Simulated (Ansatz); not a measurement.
**Lutetium, hcp: convergence with the plane-wave cutoff**

Computed with Ansatz, r²SCAN, scalar-relativistic PAW, on the relaxed cell (a = 3.505 Å, c = 5.470 Å (c/a = 1.561); spin not included). Errors count from a run at 500 eV on a Γ-centred 17×17×10 mesh with Fermi-Dirac smearing of 0.1 eV, extrapolated to zero width. Fixed here: mesh 10×10×6, Fermi-Dirac width 0.1 eV. The pressure holds a Pulay correction and is unreliable far below the recommended cutoff. The SCF starts from atomic densities corrected by a trained network.

| cutoff (eV) | E(σ→0) error (meV/atom) | P (GPa) | SCF iterations |
| --- | --- | --- | --- |
| 150 | 43959.6 | 18.05 | 11 |
| 200 | 8523.3 | 3.30 | 11 |
| 250 | 960.3 | 0.50 | 11 |
| 300 | 55.1 | 0.06 | 9 |
| 350 | 11.3 | -0.02 | 10 |
| 420 | 4.1 | -0.02 | 10 |
| 500 | 0.7 | -0.01 | 9 |
| 800 | -1.4 | 0.00 | 9 |

Question: What does the run at 600 give (cutoff)?

Answer: E(σ→0) error (meV/atom): -0.3; P (GPa): -0.01; SCF iterations: 10.

Within 5 meV/atom of the last row: from 500 eV on.
